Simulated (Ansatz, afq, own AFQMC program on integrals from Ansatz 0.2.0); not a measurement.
AFQMC on a folder of integrals that Ansatz 0.2.0 wrote.

```yaml
crystal:
  periodic: [false, false, false]
  atoms:
    - {symbol: N, position_ang: [0.000346, -0.000071, -0.066679]}
    - {symbol: H, position_ang: [0.938533, 0.012953, 0.313733]}
    - {symbol: H, position_ang: [-0.482601, 0.808210, 0.305505]}
    - {symbol: H, position_ang: [-0.460745, -0.820176, 0.307354]}
basis:
  gaussian: {orbitals: 6-31G}
magnetization: {spin_polarized: false}
correlation: {method: ccsd_t, electrons: outside_noble_gas, hamiltonian_folder: ham}
```

```sh
$ ansatz run in.yaml --threads 1 --pin off --events-out ev --progress --plain --max-ram 16896MiB --backend cuda --devices 0, --max-vram 18GiB
```

afq runs on the folder ham with

```
--method phaseless --trial cisd --walkers 160 --populations 1 --least-time 40 --time-step 0.02 --steps-per-block 10 --equilibration-blocks 50 --max-blocks 100 --target-error 0.00068 --factor-cut 1e-05 --seed 5218 --release-times 0.3,0.6,0.9,1.2 --release-step 0.05 --release-every 5 --taylor-order 6
```

Times are imaginary, in 1/Eh. The walk had a cap of 60 s.

afq prints:

```
orbitals 14  electrons 4 4  factors 88 of 228
reference energy -56.16137449 Eh
CCSD correlation -0.12860188 Eh in 9 cycles, weight of the determinant in the CISD state 0.9512
energy of the start -56.289982 Eh
 block  time / (1/Eh)  mean weight  energy / Eh
     1     0.200  0.9944  -56.289126
     2     0.400  1.0020  -56.289660
     3     0.600  0.9995  -56.290699
     4     0.800  0.9992  -56.290313
     5     1.000  1.0045  -56.290797
     9     1.800  0.9960  -56.295029
    19     3.800  1.0001  -56.291082
    31     6.200  1.0032  -56.290580
    43     8.600  0.9989  -56.291410
    55    11.000  0.9999  -56.296486
    67    13.400  0.9999  -56.288717
    79    15.800  1.0029  -56.294684
    91    18.200  0.9985  -56.293607
   103    20.600  0.9990  -56.292829
   115    23.000  0.9984  -56.290312
   127    25.400  1.0002  -56.290182
   133    26.600  0.9996  -56.297399
   139    27.800  1.0007  -56.290453
   148    29.600  0.9986  -56.292039
blocks merged  error / Eh  count
     1  0.000246  100
     2  0.000323  50
     4  0.000392  25
     8  0.000454  12
released: time / (1/Eh)  energy / Eh  error  mean overlap
  0.30  -56.292042  0.000257  0.9965
  0.60  -56.292046  0.000184  0.9891
  0.90  -56.291878  0.000150  0.9960
  1.20  -56.291743  0.000165  0.9964
energy -56.292202 +/- 0.000392 Eh
(rows thinned)
```

The run failed at least one of its tests; the cautions name the faults.

Against this walk (error 10.7 meV) on the same determinant: CCSD(T) 22.0 meV higher, CCSDT(Q) 10.3 meV higher (within the noise), CCSDTQ 10.7 meV higher (within the noise), full CI 10.3 meV higher (within the noise), a separate phaseless walk with a CISD trial and standard settings 9.8 ± 10.9 meV higher (within the noise). The error is statistical and leaves out the bias of the constraint. Released to 1.20 1/Eh the energy moves by 12 ± 12 meV (both errors), within twice the noise.

Cautions: constraint bias not in the error; error not settled; the sampling time fell short of the least asked; the time-step error isn't removed.

The walk took 7.8 s on 1 × NVIDIA H100 80GB HBM3 with 2 threads of AMD EPYC 7R13 Processor (Zen 3) (shared host) (the card was shared). The log's last line is the phaseless energy.

CCSDT and higher add their correlation energy to the determinant of the CCSD(T) run, since their own runs factorise the integrals more tightly (a shift of under 2 meV). A walk keeps the symmetry of its determinant, which the program's search chose and which needn't be the lowest solution, so a lower state of the same spin and another symmetry isn't excluded.
